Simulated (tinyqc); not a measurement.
Hueckel theory of the pi electrons, for the molecule C=CC(=C)O (SMILES; centres numbered as the heavy atoms are written), step by step. One step of it, computed by the program tinyqc.

Question. Orbitals. Diagonalise; E = alpha + x beta with beta < 0, so the largest x are filled first; degenerate levels share their electrons. P = sum n_i c_ri c_si; each orbital has its largest coefficient positive (the first on a tie).

Hueckel matrix in units of beta (H = alpha + beta A), lower triangle:
```
          1C        2C        3C        4C        5O
1C  0.000000
2C  1.000000  0.000000
3C  0.000000  1.000000  0.000000
4C  0.000000  0.000000  1.000000  0.000000
5O  0.000000  0.000000  0.800000  0.000000  2.000000
```

pi electrons, sum of z_r less the charge = 6

Give: x values; occupations; coefficients; charge and bond-order matrix P.

Answer.

x values: 2.423  1.357  0.555  -0.651  -1.684

occupations: 2.000  2.000  2.000  0.000  0.000

coefficients:
```
      MO1     MO2     MO3     MO4     MO5
1C  0.091   0.446  -0.536   0.624   0.342
2C  0.222   0.605  -0.297  -0.406  -0.576
3C  0.446   0.375   0.371  -0.360   0.628
4C  0.184   0.276   0.667   0.553  -0.373
5O  0.843  -0.466  -0.205   0.109  -0.136
```

charge and bond-order matrix P, lower triangle:
```
        1C      2C     3C      4C     5O
1C   0.989
2C   0.899   1.008
3C   0.019   0.431  0.953
4C  -0.435   0.019  0.866   1.111
5O  -0.042  -0.069  0.249  -0.222  1.939
```
